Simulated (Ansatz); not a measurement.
**AlS (quartet): wave-function methods side by side, def2-QZVPP**

One table from this session's results is given with a row withheld; the runs are named, their logs left out.

Computed with Ansatz 0.2.0, Gaussian basis. Level: def2-QZVPP, core rule «outside noble gas», up to 10 orbitals frozen.

The runs, in order: UHF; ROHF; CCSD(T) on UHF.

2 further runs of the same task are left out: 2 set aside as unsound or not needed. Runs told in other sessions of the task aren't counted.

### The geometry

The geometry is a PBE0/def2-TZVP stationary point (not a proven minimum) of the parent state, kept for this charge and spin.

2 atoms, charge 0, spin multiplicity 4.

Atoms are counted from 1 here; the program's logs count them from 0.

Bond lengths: Al1–S2 2.032 Å.

The first run:

in.yaml reads:

```yaml
crystal:
  periodic: [false, false, false]
  atoms:
    - {symbol: Al, position_ang: [0.000000, 0.000000, 0.000000]}
    - {symbol: S, position_ang: [0.000000, 0.000000, 2.031600]}
basis:
  gaussian: {orbitals: "def2-QZVPP.json"}
magnetization: {spin_polarized: true, initial_magnetization: 3}
hamiltonian: {xc: hf}
output: {orbitals: {seedname: orbitals}}
```

Started as:

```
$ ansatz run in.yaml --threads 1 --pin off --events-out ev --progress --plain --max-ram 2393MiB
```

Among the steps run: UHF; ROHF; CCSD(T) on UHF.

One table of the session follows, with a row left open; its other results are not shown here.

```
  method  from UCCSD(T) (kJ/mol)
    ROHF                  +596.3
     UHF                       ?
    UMP2                   +93.0
   UCCSD                   +28.3
UCCSD(T)                       0
```

Estimate the missing values for UHF.

The run gave: from UCCSD(T) (kJ/mol): +579.7. In the column «from UCCSD(T) (kJ/mol)» it lies between UMP2 (+93.0) and ROHF (+596.3).
